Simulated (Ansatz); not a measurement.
SiH2Me(SiH3) (CH8Si2), relaxed as a singlet with RKS r2SCAN-D4/def2-SVP in Ansatz, starting from the GFN2-xTB geometry. Force threshold 0.02 eV/Å.

Start:

Cartesian coordinates in Å:
```
Si 0.4139 0.6059 0.4665
H -0.0588 1.9670 0.7659
H 1.6607 0.4426 1.2290
C 0.8755 0.5607 -1.3778
H 1.5816 1.3459 -1.6326
H -0.0005 0.6914 -2.0076
H 1.3318 -0.3889 -1.6454
Si -1.1616 -1.0101 0.9590
H -2.4343 -0.7945 0.2629
H -1.4796 -1.0578 2.3883
H -0.7287 -2.3622 0.5918
```

Problem. Estimate the energy that the relaxation releases and the steps that it takes.

Solution. 2.3 kcal/mol, in 5 steps; 11 s on 4 threads of Intel Xeon on a shared host. No frequencies were taken in this run, so the end may be a saddle point.

Problem. Does the start keep its bonding and symmetry?

Solution. By distances, no bond broke or formed. The bond that changes most is Si1–Si8, from 2.31 to 2.35 Å (atoms count from 1).

Problem. Predict the relaxed structure.

Solution. 
```xyz
11

Si    0.433    0.617    0.438
H    -0.113    1.963    0.803
H     1.658    0.388    1.270
C     0.871    0.564   -1.396
H     1.615    1.338   -1.644
H    -0.019    0.737   -2.021
H     1.296   -0.414   -1.672
Si   -1.165   -1.020    0.972
H    -2.430   -0.780    0.208
H    -1.489   -1.012    2.433
H    -0.658   -2.380    0.609
```
Bond lengths: 1 × Si–Si 2.35 Å; 1 × C–Si 1.89 Å; 5 × H–Si 1.50 Å; 3 × C–H 1.10 Å.
